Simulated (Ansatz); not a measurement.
# H3OSi (charge -1), SMILES [O-][SiH3]: a test of scalar relativity

Program: the Python package of Ansatz (0.2.0).

At the Python prompt:
```pycon
>>> import ansatz as az
>>> import numpy as np
>>> geometry_ang = [
...     ("O", (-1.44417, 0.27139, 0.7001)),
...     ("Si", (-0.0827, 0.0156, 0.0398)),
...     ("H", (-0.10444, -0.24742, -1.4526)),
...     ("H", (0.69783, -1.17461, 0.56142)),
...     ("H", (0.93348, 1.13504, 0.15128)),
... ]
>>> mol = az.Crystal.molecule()
>>> for symbol, xyz in geometry_ang:
...     mol = mol.atom(symbol, xyz)
...
>>> setup = mol.calculation().functional("HF").charge(-1).forces()
>>> # a set contracted for a scalar-relativistic Hamiltonian goes with the relativistic run
>>> sets = {"none": "cc-pVTZ", "scalar": "cc-pVTZ-DK"}
>>> found = {kind: setup.basis(gaussian=basis).pseudopotentials(relativity=kind).run(threads=1).report for kind, basis in sets.items()}
>>> for kind, each in found.items():
...     dipole = 4.803205 * np.linalg.norm(each["charge_distribution"]["dipole_moment_e_ang"])
...     print(f"{kind:7s} E = {each['free_energy_ev']:.4f} eV  dipole {dipole:.3f} D  largest force component {np.abs(each['forces_ev_ang']).max():.4f} eV/A")
...
none    E = -9948.6642 eV  dipole 1.884 D  largest force component 0.4157 eV/A
scalar  E = -9966.4327 eV  dipole 1.879 D  largest force component 0.3900 eV/A
>>> print(f"relativity lowers the total energy by {found['none']['free_energy_ev'] - found['scalar']['free_energy_ev']:.3f} eV")
relativity lowers the total energy by 17.768 eV
```

Caveats:
- Total energies depend on the basis set; only differences at equal settings carry meaning.
- The geometry is a force-field or estimated start, not a minimum of this method. The basis set changes with the Hamiltonian (a set recontracted for scalar relativity), and most of the change in the total lies in the cores.
- An ion's dipole depends on the origin; the program takes it about the centre of nuclear charge.
- Anions want diffuse functions, which this basis lacks.
- The whole script took 2.1 s on 1 thread of Arm Neoverse V2 (shared host), peak memory 0.22 GiB.
